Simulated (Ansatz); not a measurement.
Relaxed structures of CH$_{4}$Si$_{2}$, closed shell (PBE0-D4/def2-TZVP; forces vanish, vibrations not checked; lower isomers may exist, and structures with a doubtful reference or unclear bonds are left out; Å). Computed with Ansatz 0.2.0 (basis: def2-TZVPP); correlated methods freeze the cores.

Q: Rank them by CCSD(T) energy, lowest first, and give each one's height above the lowest. Links in brackets join atoms within 1.22 times the sum of their covalent radii (1.1 for two metals). (Judge from chemistry; the value comes from the calculation.)
A.
CH₄Si₂ ([SiH][CH2][SiH])
```
7
angstrom
C -0.0441 0.4260 -0.5798
Si 0.0426 1.3535 1.0625
Si 1.0314 -1.1068 -0.8180
H -1.0378 -0.0480 -0.4724
H 0.0095 1.1026 -1.4330
H -0.3978 0.1549 1.9040
H 0.3962 -1.8822 0.3367
```
B.
CH₄Si₂ ([CH2]1[Si][SiH2]1)
```
7
angstrom
C -0.2418 0.5054 -0.6957
Si 0.2409 0.8763 1.0656
Si 1.3517 -0.5352 -0.4215
H -1.0891 -0.1916 -0.7393
H -0.3185 1.2147 -1.5174
H -0.7296 0.4595 2.1053
H 0.8332 2.2142 1.3116
```
C.
CH₄Si₂ ([SiH][CH][SiH2])
```
7
angstrom
C -0.2215 -0.2383 0.1015
Si 0.6342 1.1678 0.9309
Si 0.8763 -1.3054 -0.6730
H -1.2878 -0.4460 0.1253
H 2.3228 -1.0066 -0.6995
H -0.6072 1.7571 1.6059
H 0.5268 -2.5806 -1.3488
```

A: The calculation gives: B (0.0 kJ/mol), C (44.3 kJ/mol), A (84.6 kJ/mol). Heights count from the lowest.

No T1 diagnostic of these runs exceeds 0.018. The restricted Hartree–Fock reference is unstable towards an unrestricted one at one or more of these structures.

For scale, one of the runs: CCSD(T)/def2-TZVPP, 171 basis functions, launched by `ansatz run in.yaml --threads 2 --pin off --events-out ev --progress --plain --max-ram 4352MiB`. The run took 15 s on 2 CPU threads of an Arm Neoverse V2 (shared host), with 1.3 GiB of host memory at its peak.
